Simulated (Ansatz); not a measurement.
For 1T (CdI2-type) TaSe₂ (undistorted form, which takes a superstructure on cooling), LDA in Ansatz (plane waves, PAW) gives:

```
Property                     Value
------------------  --------------
lattice constant a         3.404 Å
c axis length              6.102 Å
formation enthalpy  -0.822 eV/atom
```

Q: What does PBE0 in Ansatz (PAW) give for the same quantities?

A: 
- lattice constant a: 3.479 Å (rises by 2.2 %)
- lattice parameter c: 6.824 Å (increases by 12 %)
- formation enthalpy: -0.893 eV/atom (moves by -0.071 eV/atom)

Changes are worked out from the printed values.

Unless a cell is named, each level is at its own relaxed cell (LDA 20.41, PBE0 23.84 Å³/atom).

Levels without +SOC leave out spin–orbit coupling, which shifts energies and cells of such heavy elements.

Caveats: LDA has no dispersion term either, though it tends to give short spacings of layers, chains or molecules (LDA); the cell comes from a level without a dispersion term, which matters for the spacing of layers, chains or molecules (PBE0); the relaxation could not lower the start's symmetry, so the cell can be a saddle point above a distorted one (LDA, PBE0). Ansatz's density-functional and Hartree–Fock values are scalar-relativistic unless marked +SOC, with PAW data made under PBE.

Ansatz is a program for electronic structure.
